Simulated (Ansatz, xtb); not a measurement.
# Relative energy of two isomers of CH3FS2

Structure I is `FC(S)S`, a singlet and structure II is `FCSS`, a singlet. Both are isolated molecules in the gas phase, relaxed with B3LYP/6-31G*, each in the lowest conformer that the search found.

Quicker runs give these differences E(II) − E(I): GFN2-xTB −16.1 kcal/mol; HF/STO-3G −5.3 kcal/mol (at GFN2-xTB geometries); r2SCAN-D4/def2-SVP −4.0 kcal/mol (at GFN2-xTB geometries).

Question: Estimate E(II) − E(I) at the level CCSD(T)/def2-TZVP.

Answer: Calculated at CCSD(T)/def2-TZVP: E(II) − E(I) = −6.4 kcal/mol, so structure II lies lower.

How the difference moves with the method:

```csv
level,geometry,E(II) − E(I) (kcal/mol),departure from the last row (kcal/mol),"job, with rough time for the two"
GFN2-xTB,GFN2-xTB,−16.1,−9.8,"optimisation, 0.1 s"
HF/STO-3G,GFN2-xTB,−5.3,+1.1,"single point, 0.32 s"
r2SCAN-D4/def2-SVP,GFN2-xTB,−4.0,+2.4,"single point, 4.1 s"
B3LYP/6-31G*,B3LYP/6-31G*,−6.5,−0.1,"optimisation, 35 s"
HF/def2-TZVP,B3LYP/6-31G*,−7.5,−1.1,part of the CCSD(T) run
MP2/def2-TZVP,B3LYP/6-31G*,−6.3,+0.1,part of the CCSD(T) run
CCSD(T)/def2-TZVP,B3LYP/6-31G*,−6.4,,"single point, 99 s"
```

As drawn, II has 1 S–S, 1 C–H in place of 1 C–S, 1 S–H.

None of the levels shown reverses the order. The largest departure from CCSD(T)/def2-TZVP is that of GFN2-xTB, 9.8 kcal/mol.

With harmonic frequencies from B3LYP/6-31G* (ideal gas, rigid rotor, one conformer each, 298.15 K, 1 atm): on the last row, ΔE + ΔZPE = −4.7, ΔH = −4.7, ΔG = −5.0 kcal/mol.

The correlated steps freeze 12 core orbitals. Run with Ansatz 0.2.0, xtb 6.7.1; the last row on 1 thread of Arm Neoverse V1 on a shared host.
